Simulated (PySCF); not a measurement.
# Constants of Cl₂⁻, step by step

State: doublet, unpaired electrons σ ↑. De refers to Cl + Cl⁻. ROHF-based CCSD(T) in PySCF 2.14 with Cl aug-cc-pV(D+d)Z and Cl aug-cc-pV(T+d)Z (frozen core orbitals: 10; no relativity). Correlation energies are extrapolated as n⁻³ (n = 2, 3), Hartree–Fock as (n+1)·exp(−9√n). SR is the spin-free X2C energy in Cl cc-pVTZ-DK less the non-relativistic one in Cl cc-pVTZ.

| Level | Re (Å) | ωe (cm⁻¹) | ωexe (cm⁻¹) | αe (cm⁻¹) | De (eV) |
| --- | --- | --- | --- | --- | --- |
| CCSD(T)/DZ | 2.6528 | 246.7 | 1.67 | 0.00111 | 1.189 |
| CCSD(T)/TZ | 2.5968 | 256.1 | 1.78 | 0.00118 | 1.254 |
| HF/CBS | 2.6129 | 260.2 | 1.74 | 0.00113 | 0.511 |
| MP2/CBS | 2.5532 | 266.5 | n/a | 0.00121 | 1.410 |
| CCSD/CBS | 2.5818 | 261.2 | 1.79 | 0.00118 | 1.163 |
| CCSD(T)/CBS | 2.5814 | 259.6 | 1.80 | 0.00120 | 1.287 |
| CCSD(T)/CBS+SR | 2.5793 | 259.8 | 1.80 | 0.00120 | 1.289 |

Q: How much is left between CCSD(T)/TZ and the basis-set limit, and how much do the triples give at the limit?

A: CCSD(T)/CBS less CCSD(T)/TZ: -15.4 mÅ in Re, +3.5 cm⁻¹ in ωe and +0.033 eV in De. CCSD(T)/CBS less CCSD/CBS: -0.4 mÅ in Re, -1.6 cm⁻¹ in ωe and +0.124 eV in De.

Q: What do the later terms add?

A: SR: -2.1 mÅ in Re, +0.2 cm⁻¹ in ωe and +0.002 eV in De, each against the row above.

The T1 diagnostic is 0.015. The state was picked by a PBE0 search and need not be the measured ground state. Spin–orbit coupling, excitations beyond (T) and corrections to the Born–Oppenheimer picture are left out.

The whole job (state search and all basis sets along the bond) took about 7.2 min on 4 threads of Arm Neoverse V2 (shared host), peak memory 6.1 GiB.
